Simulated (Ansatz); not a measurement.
## GeH$_{2}$⁻, doublet: stretch scan

Starting geometry (PBE0/def2-TZVPD stationary point for this spin, not checked as a minimum):

```xyz
3

Ge    0.0000   -0.0307    0.0000
H     0.0000    1.1080   -1.1584
H     0.0000    1.1080    1.1584
```

From there H3 moves along the line of the two atoms named below, all else staying in place; atoms are numbered as listed. Energies are in kcal/mol, counted from the starting geometry at the same level.

Basis aug-cc-pVTZ; Ansatz 0.2.0. Only valence electrons are correlated (noble-gas cores and the filled d shells of p-block atoms frozen). R marks a restricted (for open shells ROHF) determinant, U an unrestricted one. Active spaces: valence = (7e, 6o) chosen from the atoms' valence shells. No spin–orbit coupling is included, and no scalar relativity.

Unrestricted rows (U) aren't spin-pure: their determinants' ⟨S²⟩ exceeds S(S+1) by up to 0.75, so they mix in states of higher spin. Runs in a small pair space aren't shown, since their orbitals change along the scan. A value is left out where its run failed or describes another state than the reference as far as symmetry and spin tell, or, spin-broken singlets apart, can't be checked.

Full CI isn't at hand for all of this; UCCSDT(Q) serves as the reference, and is uncertain by the last step of the cluster series or more. The frozen core follows each run's orbitals, which can shift R against U totals by a few meV for light atoms and by up to 0.1 eV past Ca.

```csv
distance Ge1-H3 (Å),UCCSDT(Q),error RHF,error UHF,error RCCSD,error RCCSDT,error UCCSDT,error MRCISD+Q (valence space)
1.448,5.6,-0.6,-0.6,-0.1,0.0,0.0,0.0
1.624,0.0,0.0,0.0,0.0,0.0,0.0,0.0
1.776,2.2,0.6,0.6,0.1,0.0,0.0,0.0
2.227,19.5,2.4,2.0,0.6,0.0,0.0,0.0
3.046,45.9,3.6,-4.5,1.6,0.1,0.2,-0.2
4.355,–,–,–,–,–,–,–
```

Errors are those of relative energies. In total energy the starting point itself misses UCCSDT(Q) by: RHF 97.1, UHF 94.9, RCCSD 4.2, RCCSDT 0.2, UCCSDT 0.1, MRCISD+Q (valence space) 0.7 kcal/mol.

Spread of the error over the points with a reference, to 3.046 Å (largest less smallest): RCCSDT 0.1, MRCISD+Q (valence space) 0.2, UCCSDT 0.2, RCCSD 1.7, RHF 4.2, UHF 6.6 kcal/mol.

Going outwards, the relative energy of RCCSD first misses by more than 1.0 kcal/mol at 3.046 Å.
